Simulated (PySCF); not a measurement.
A GIAO shielding run with PySCF (density fitting, non-relativistic, gas phase) on `C=NCC1CC1`, C5H9N:

```
$ OMP_NUM_THREADS=1 python probes_run.py task.json out

{"job": {"kind": "nmr", "xc": "PBE0", "basis": "pcSseg-1"}, "charge": 0, "multiplicity": 1}
C      2.482402    -0.732106    -0.158344
N      1.821203     0.258835     0.217222
C      0.628751     0.644886    -0.478630
C     -0.544943     0.563709     0.474985
C     -1.941539     0.508070    -0.061425
C     -1.333433    -0.705659     0.574964
H      3.367230    -1.005320     0.397877
H      2.232502    -1.352450    -1.028556
H      0.765060     1.686391    -0.791042
H      0.438630     0.025585    -1.371313
H     -0.378952     1.119359     1.388463
H     -2.075835     0.505522    -1.132643
H     -2.717326     1.037197     0.470650
H     -1.057193    -1.528201    -0.068030
H     -1.690971    -1.017827     1.543908
```

Hardware: 1 thread of an Intel Xeon 6975P-C, shared host. The job also computes population analyses, field gradients, ring-centre shieldings.

(1) How large is the calculation?

(2) How long does it take, and how much memory does it need?

Results:

(1) 46 electrons, 147 basis functions and 753 auxiliary functions.

(2) 11 s of wall time, with 13 SCF cycles and 5 response iterations; peak memory 0.71 GiB. Times on a shared host scatter by some tens of per cent.
